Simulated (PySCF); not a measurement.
Molfile (atoms numbered from 1):
```
C3H10NP
     RDKit          3D

 15 14  0  0  0  0  0  0  0  0999 V2000
   -0.8412    0.9101   -1.1912 C   0  0  0  0  0  0  0  0  0  0  0  0
   -0.2202    0.1900    0.3367 P   0  0  0  0  0  5  0  0  0  0  0  0
   -0.4017   -1.6070    0.1086 C   0  0  0  0  0  0  0  0  0  0  0  0
    1.5846    0.4126    0.2527 C   0  0  0  0  0  0  0  0  0  0  0  0
   -0.9841    0.8576    1.5183 N   0  0  0  0  0  0  0  0  0  0  0  0
   -0.3606    0.4704   -2.0663 H   0  0  0  0  0  0  0  0  0  0  0  0
   -0.6568    1.9847   -1.1707 H   0  0  0  0  0  0  0  0  0  0  0  0
   -1.9180    0.7452   -1.2393 H   0  0  0  0  0  0  0  0  0  0  0  0
   -0.0014   -2.1194    0.9860 H   0  0  0  0  0  0  0  0  0  0  0  0
    0.1218   -1.9661   -0.7803 H   0  0  0  0  0  0  0  0  0  0  0  0
   -1.4639   -1.8429    0.0271 H   0  0  0  0  0  0  0  0  0  0  0  0
    2.0110    0.0040   -0.6662 H   0  0  0  0  0  0  0  0  0  0  0  0
    1.8069    1.4791    0.3164 H   0  0  0  0  0  0  0  0  0  0  0  0
    2.0459   -0.0849    1.1086 H   0  0  0  0  0  0  0  0  0  0  0  0
   -0.7460    0.5467    2.4505 H   0  0  0  0  0  0  0  0  0  0  0  0
  1  2  1  0
  2  3  1  0
  2  4  1  0
  2  5  2  0
  1  6  1  0
  1  7  1  0
  1  8  1  0
  3  9  1  0
  3 10  1  0
  3 11  1  0
  4 12  1  0
  4 13  1  0
  4 14  1  0
  5 15  1  0
M  END
```

PySCF calculation with NMR shieldings at PBE0/pcSseg-2/GIAO and structure optimised with PBE0-D3(BJ)/def2-TZVP; one computed conformer, no solvent, averaged over atoms made equivalent by symmetry, fast rotation or ring inversion, non-relativistic.

Scale: 13C (186.03 ppm), 1H (31.52 ppm) against TMS; 31P (310.75 ppm) vs H3PO4; 15N (263.78 ppm) vs NH3 (reference shieldings calculated alike).

```csv
atoms,nucleus,count,δ (ppm)
H6/H7/H8/H9/H10/H11/H12/H13/H14,1H,9,?
H15,1H,1,-0.32
C1/C3/C4,13C,3,21.5
N5,15N,1,?
P2,31P,1,-5.6
```

Q: Fill in the missing shifts.

A: 
- H6/H7/H8/H9/H10/H11/H12/H13/H14: 1.19 ppm, hydrogen on a methyl carbon bonded to P
- N5: 44.8 ppm, nitrogen bonded to P, H

The OH or NH signal is concentration- and solvent-dependent in practice; the value given is the gas-phase one. Shifts are as computed. Against solution values, carbons near 30 ppm lie about +3 ppm off and those near 130 ppm about +9 ppm. Of 1211 compounds with measured shifts, 218 miss one by over three times the rms of a fit or turn the order of signals round; such compounds aren't used in these exercises. Experimental scales use liquid or dissolved standards, which lie at an offset from isolated NH3 (liquid NH3: subtract about 20 ppm) and H3PO4.
